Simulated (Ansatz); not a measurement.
A structure relaxed at PBE-D4/def2-TZVPD in Ansatz, charge -1, doublet:

```xyz
3

Si   -0.966   -0.899    0.075
S    -0.237    1.228    0.023
S     1.203   -0.329   -0.098
```

Q: Give its formula.

A: the cluster SiS2⁻.

Q: Summarise the bond lengths by kind (pairs closer than 1.2 times the sum of covalent radii, bridged metal pairs left out).

A: 2 × S–Si 2.25 Å; 1 × S–S 2.12 Å.

The highest occupied level of the charge -1 doublet lies above zero (up to 1.47 eV). The electron is either unbound and held by the finite basis, or the level is raised by self-interaction error. Another isomer (doublet) lies 1.52 eV lower at PBE0-D4/def2-TZVPD; other spin states weren't run for this one.
